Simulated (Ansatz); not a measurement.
Born–Oppenheimer molecular dynamics of AlH3O (5 atoms, charge 0, multiplicity 1). It goes on from the last frame of an earlier run, with new velocities.

Theory: RKS PBE-D4/cc-pVDZ (Ansatz 0.2.0).

```json
{"ensemble": "NVE (velocity Verlet)", "time step": "0.5 fs", "steps asked": "250", "starting velocities drawn for": "400 K", "seed": "971065"}
```

Frames 1 fs apart, positions in Å.

Velocities at 30.0 fs (Å/ps):

```
Al 2.23 1.97 2.05
O -2.81 0.71 -3.77
H 2.45 -18.80 4.36
H 6.35 -27.95 -18.47
H -23.85 -17.38 19.08
```

```xyz
5
Properties=species:S:1:pos:R:3 time_fs=30.0 energy_less_start_eV=-0.027 T=469
Al -0.037 -0.030 -0.035
O -0.015 -0.109 1.696
H -0.737 -0.483 2.242
H 1.415 -0.021 -0.650
H -1.471 0.168 -0.747
5
Properties=species:S:1:pos:R:3 time_fs=31.0 energy_less_start_eV=-0.016 T=440
Al -0.035 -0.028 -0.033
O -0.017 -0.108 1.692
H -0.734 -0.500 2.244
H 1.422 -0.049 -0.669
H -1.494 0.150 -0.728
5
Properties=species:S:1:pos:R:3 time_fs=32.0 energy_less_start_eV=-0.002 T=404
Al -0.033 -0.026 -0.031
O -0.020 -0.108 1.690
H -0.727 -0.512 2.244
H 1.430 -0.076 -0.690
H -1.514 0.131 -0.710
5
Properties=species:S:1:pos:R:3 time_fs=33.0 energy_less_start_eV=0.013 T=366
Al -0.031 -0.024 -0.029
O -0.023 -0.108 1.687
H -0.717 -0.521 2.239
H 1.436 -0.102 -0.712
H -1.531 0.111 -0.693
5
Properties=species:S:1:pos:R:3 time_fs=34.0 energy_less_start_eV=0.031 T=319
Al -0.029 -0.022 -0.028
O -0.026 -0.109 1.685
H -0.707 -0.526 2.232
H 1.439 -0.128 -0.733
H -1.542 0.091 -0.677
5
Properties=species:S:1:pos:R:3 time_fs=35.0 energy_less_start_eV=0.052 T=265
Al -0.027 -0.020 -0.026
O -0.029 -0.109 1.683
H -0.698 -0.530 2.226
H 1.438 -0.151 -0.753
H -1.549 0.071 -0.661
5
Properties=species:S:1:pos:R:3 time_fs=36.0 energy_less_start_eV=0.068 T=225
Al -0.026 -0.018 -0.025
O -0.031 -0.110 1.682
H -0.695 -0.534 2.223
H 1.433 -0.173 -0.772
H -1.550 0.051 -0.646
5
Properties=species:S:1:pos:R:3 time_fs=37.0 energy_less_start_eV=0.074 T=209
Al -0.025 -0.016 -0.025
O -0.033 -0.110 1.681
H -0.698 -0.539 2.224
H 1.423 -0.192 -0.788
H -1.546 0.031 -0.633
5
Properties=species:S:1:pos:R:3 time_fs=38.0 energy_less_start_eV=0.076 T=204
Al -0.024 -0.014 -0.024
O -0.034 -0.110 1.681
H -0.707 -0.545 2.227
H 1.408 -0.208 -0.803
H -1.538 0.012 -0.621
5
Properties=species:S:1:pos:R:3 time_fs=39.0 energy_less_start_eV=0.080 T=193
Al -0.022 -0.012 -0.024
O -0.035 -0.111 1.681
H -0.716 -0.549 2.230
H 1.389 -0.222 -0.815
H -1.527 -0.007 -0.612
5
Properties=species:S:1:pos:R:3 time_fs=40.0 energy_less_start_eV=0.085 T=180
Al -0.021 -0.011 -0.025
O -0.035 -0.111 1.681
H -0.725 -0.549 2.230
H 1.367 -0.233 -0.825
H -1.514 -0.024 -0.605
5
Properties=species:S:1:pos:R:3 time_fs=41.0 energy_less_start_eV=0.088 T=174
Al -0.021 -0.010 -0.025
O -0.036 -0.112 1.683
H -0.731 -0.544 2.226
H 1.344 -0.241 -0.834
H -1.501 -0.039 -0.602
```

Of the whole run (125 fs, mean temperature of the second half 320 K): The conserved energy stayed within 0.053 meV per atom of its start (net change -0.0094 meV per atom), so the integration is sound. A run of 0.12 ps of so small a system gives no equilibrium averages.

Run time: 2.7 min on 1 thread of Arm Neoverse V2 (shared host), peak memory 0.089 GiB.
